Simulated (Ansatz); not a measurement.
# CS (carbon monosulfide): levels of theory compared

Aim: a comparison of 6 runs (CAM-B3LYP/STO-3G, HSE06/STO-3G, r2SCAN0/STO-3G, revPBE/STO-3G, UMP2/STO-3G, CCSDTQ/STO-3G) of CS (carbon monosulfide). 

Program for the calculation: Ansatz 0.2.0.

52 further runs of the same task are left out: 14 that didn't finish, 38 set aside as unsound or not needed.

## (1) The molecule

CS: 2 atoms, total charge 0, spin state singlet. As SMILES, `[C-]#[S+]`. The S2–C1 distance was set to 1.919 Å, away from the relaxed value.

Bond lengths: C1–S2 1.919 Å.

## (2) The energy at CAM-B3LYP/STO-3G (run 1)

in.yaml reads:

```yaml
basis:
  gaussian:
    orbitals: STO-3G
crystal:
  periodic: [false, false, false]
  atoms:
    - {symbol: C, position_ang: [0.000000, 0.000000, -0.383759]}
    - {symbol: S, position_ang: [0.000000, 0.000000, 1.534941]}
hamiltonian:
  xc: {name: CAM-B3LYP}
accuracy: high
```

On the command line:

```bash
ansatz run in.yaml --threads 1 --pin off --max-ram 2610MiB --events-out events.jsonl --progress --plain --runs-dir runs
```

The log of the run:

```text
Warning: RAYON_NUM_THREADS=1 ignored (pool sized by the plan → 1); use --threads N
Functional definition: CAM-B3LYP
  name "CAM-B3LYP"
  parameter alpha = 0.19
  parameter beta = 0.46
  parameter omega = 0.33/bohr
  parameter ac = 0.81
  exchange = (1 - alpha - beta)*b88_x + beta*b88_x_sr(omega) + alpha*exact_x + beta*exact_x_lr(omega)
  correlation = (1 - ac)*vwn5_c + ac*lyp_c
224 factors; integrals over basis functions are off by at most 1.6e-8 eV
99 factors; integrals over basis functions are off by at most 1.9e-9 eV
mean field evaluation 1: about -11730.3129 eV, gradient 2.6e1 eV
mean field evaluation 2: about -11688.7352 eV, gradient 1.2e2 eV
mean field evaluation 4: about -11732.8665 eV, gradient 2.6e-1 eV
mean field evaluation 8: about -11732.8291 eV, gradient 3.1e-2 eV
mean field evaluation 16: about -11732.8291 eV, gradient 1.6e-7 eV
mean field -11732.82912347 eV, -431.1735174902 hartree, gradient 1.1e-10 eV, S^2 0.000000; 0 other end points of the search recorded, 0 dependent functions left out
reference -11732.82913253 eV, -431.1735178234 hartree; 11, 11 occupied and 3, 3 virtual orbitals, 224 factors
Total energy: -11732.82913253 eV, -431.1735178234 hartree
```

It took 0.36 s on 1 thread of Intel Xeon 6975P-C (Granite Rapids), shared host.

## (3) The energy at HSE06/STO-3G (run 2)

run.yaml reads:

```yaml
crystal:
  periodic: [false, false, false]
  atoms:
    - {symbol: C, position_ang: [0.000000, 0.000000, -0.383759]}
    - {symbol: S, position_ang: [0.000000, 0.000000, 1.534941]}
basis:
  gaussian:
    orbitals: STO-3G
hamiltonian:
  xc: {name: HSE06}
accuracy: high
```

On the command line:

```bash
ansatz run run.yaml --threads 1 --pin off --max-ram 2610MiB --events-out events.jsonl --progress --plain --runs-dir runs
```

The log of the run:

```text
Warning: RAYON_NUM_THREADS=1 ignored (pool sized by the plan → 1); use --threads N
Functional definition: HSE06
  name "HSE06"
  parameter a = 0.25
  parameter omega = 0.11/bohr
  exchange = pbe_x - a*pbe_x_sr(omega) + a*exact_x_sr(omega)
  correlation = pbe_c
224 factors; integrals over basis functions are off by at most 1.6e-8 eV
45 factors; integrals over basis functions are off by at most 3.3e-10 eV
mean field evaluation 1: about -11728.7721 eV, gradient 1.3e1 eV
mean field evaluation 2: about -11701.6166 eV, gradient 9.9e1 eV
mean field evaluation 4: about -11729.2839 eV, gradient 2.5e-1 eV
mean field evaluation 8: about -11729.2502 eV, gradient 8.3e-3 eV
mean field evaluation 16: about -11729.2502 eV, gradient 5.5e-10 eV
mean field -11729.25019565 eV, -431.0419943188 hartree, gradient 4.5e-9 eV, S^2 0.000000; 0 other end points of the search recorded, 0 dependent functions left out
reference -11729.25019671 eV, -431.0419943578 hartree; 11, 11 occupied and 3, 3 virtual orbitals, 224 factors
Total energy: -11729.25019671 eV, -431.0419943578 hartree
```

Run time: 0.36 s. Hardware: 1 thread of Intel Xeon 6975P-C (Granite Rapids), shared host.

Runs 3 to 5 aren't shown in full; the table further down has their settings and results.

## (4) The energy at CCSDTQ/STO-3G (run 6)

molecule.yaml reads:

```yaml
crystal:
  periodic: [false, false, false]
  atoms:
    - {symbol: C, position_ang: [0.000000, 0.000000, -0.383759]}
    - {symbol: S, position_ang: [0.000000, 0.000000, 1.534941]}
basis:
  gaussian:
    orbitals: STO-3G
correlation:
  method: ccsdtq
  frozen_orbitals: {C: 1, S: 5}
accuracy: high
scf:
  omitted_lower_state_checks: [cluster_reference, increment]
```

On the command line:

```bash
ansatz run molecule.yaml --threads 1 --pin off --max-ram 2610MiB --events-out events.jsonl --progress --plain --runs-dir runs
```

The log of the run:

```text
Warning: RAYON_NUM_THREADS=1 ignored (pool sized by the plan → 1); use --threads N
[... 12 lines left out ...]
6 core orbitals not correlated: weight in the atoms' cores, before any rotation towards them, 1.000 or more for the frozen orbitals, at most 0.000 for the correlated occupied ones
[... 35 lines left out ...]
Total energy: -11715.47272163 eV, -430.5356814872 hartree
Checks for a lower state left out: cluster_reference, increment
```

It took 1.6 s on 1 thread of Intel Xeon 6975P-C (Granite Rapids), shared host; peak memory 0.15 GiB.

## (5) Overview of the runs

```
run             level  frozen core orbitals  energy (Eh)  wall time
  1  CAM-B3LYP/STO-3G                     –  -431.173518     0.36 s
  2      HSE06/STO-3G                     –  -431.041994     0.36 s
  3    r2SCAN0/STO-3G                     –  -431.184157     0.69 s
  4     revPBE/STO-3G                     –  -431.178131     0.28 s
  5       UMP2/STO-3G                     6  -430.454248     0.46 s
  6     CCSDTQ/STO-3G                     6  -430.535681      1.6 s
```

## (6) Results

| quantity | value |
| --- | --- |
| run 6: total energy | -430.53568 Eh |
| run 6: correlation energy (6 core orbitals frozen) | -192.3 mEh |
| run 6: T1 diagnostic | 0.076 |

Totals of different functionals can't be ranked against each other. In run 6 the log says that unrestricted orbitals would lower the reference, so the values rest on an unstable closed-shell determinant (other closed-shell runs at this shape may share the fault). In runs 1, 2, 3, 4, 5, 6 the basis is minimal, so the values are rough. Spin contamination of the reference: run 5 ⟨S²⟩ = 0.99. Where it is this large, the reference is a mixture of spin states, and values that rest on it are in doubt. All runs together took 3.8 s, the longest 1.6 s.
